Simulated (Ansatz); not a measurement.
A made-up structure of Si$_{2}$HS (charge -1), closed shell:

```csv
atom,x (Å),y (Å),z (Å)
Si1,1.1376,-0.1090,-0.5088
Si2,-0.4129,1.5605,-0.2645
S3,-1.2499,-0.2390,0.6627
H4,0.5189,-1.2236,0.1168
```

It is relaxed with PBE-D4/def2-SVPD and then PBE0-D4/def2-TZVPD (Ansatz 0.2.0). Atoms count as bonded within 1.22 times the sum of their covalent radii (H–H: 0.88 Å). The end point is not checked to be a true minimum.

Problem. Does its bonding change? (Judge from chemistry; the calculation decides.)

Solution. By the calculation: Yes. Formed: Si1–S3; broken: none.

Where it ends: The first stage lowers the energy by 1.52 eV in 20 steps. It ends as Si₂HS ([Si]1[SiH][S]1), total charge -1:
```xyz
4
angstrom
Si 0.1826 -0.6588 -0.8472
Si -0.0181 1.5152 0.0067
S -1.4399 0.0924 0.6309
H 1.2692 -0.9598 0.2159
```

Labels in which every atom is bracketed show which atoms are joined, not bond orders.

For scale, one of the runs: PBE0-D4/def2-TZVPD relaxation, 141 basis functions, launched by `ansatz run in.yaml --threads 2 --pin off --events-out ev --progress --plain --max-ram 4352MiB`. The run took about 17 s on 2 CPU threads of an Intel Xeon Platinum 8259CL (shared host).
